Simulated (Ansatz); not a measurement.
**Si2P (sextet): the correlation ladder, def2-TZVPP**

An exercise on one series of results from a longer session: the logs are not shown, and one member is left open.

Program: Ansatz 0.2.0, Gaussian basis. Level of theory: def2-TZVPP, core rule «outside noble gas», up to 15 orbitals frozen. These are calculated values, not measurements.

Plan: UHF; ROHF; CCSD(T) on UHF.

**The geometry**

The geometry is a PBE0/def2-TZVP stationary point (not a proven minimum) of the parent state, kept for this charge and spin.

3 atoms, charge 0, spin multiplicity 6.

Atoms are counted from 1 here; the program's logs count them from 0.

Bond lengths: P1–Si2 2.102 Å, Si2–Si3 2.227 Å. Angles: P1–Si2–Si3 180.0°.

The first run:

Input file in.yaml:

```yaml
crystal:
  periodic: [false, false, false]
  atoms:
    - {symbol: P, position_ang: [0.000000, 0.000000, -2.143900]}
    - {symbol: Si, position_ang: [0.000000, 0.000000, -0.041700]}
    - {symbol: Si, position_ang: [0.000000, 0.000000, 2.185600]}
basis:
  gaussian: {orbitals: def2-TZVPP}
magnetization: {spin_polarized: true, initial_magnetization: 5}
hamiltonian: {xc: hf}
output: {orbitals: {seedname: orbitals}}
```

Started as:

```sh
$ ansatz run in.yaml --threads 1 --pin off --events-out ev --progress --plain --max-ram 4096MiB --backend cpu
```

Among the steps run: UHF; ROHF; CCSD(T) on UHF.

One table of the session follows, with a row left open; its other results are not shown here.

It belongs to the step «Misses and costs». 

| method | from UCCSD(T) (meV) |
| --- | --- |
| ROHF | +8903.0 |
| UHF | +8381.9 |
| UMP2 | ? |
| UCCSD | +448.9 |
| UCCSD(T) | 0 |

Estimate the missing values for UMP2.

As computed: from UCCSD(T) (meV): +1817.7. In the column «from UCCSD(T) (meV)» it lies between UCCSD (+448.9) and UHF (+8381.9).
